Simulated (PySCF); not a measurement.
CH₅N, SMILES CN (connectivity only; charge and spin as stated), charge +1, multiplicity 2.

Geometry: B3LYP-D3(BJ)/def2-TZVP. The spin state was assumed, not searched.

Calculation: PBE/def2-TZVPD in PySCF.

Isolated molecule, no solvent.

total energy: -95.44137 hartree
point group: Cs
α spin, highest occupied and lowest empty level: -14.54 and -6.17 eV
β spin, highest occupied and lowest empty level: -16.49 and -12.54 eV
dipole moment about the centre of nuclear charge: 1.20 D
mean static polarisability: 20.7 bohr³ (3.07 Å³)
polarisability, principal values: 16.8, 18.7, 26.6 bohr³
⟨S²⟩: 0.753 (pure state 0.75)
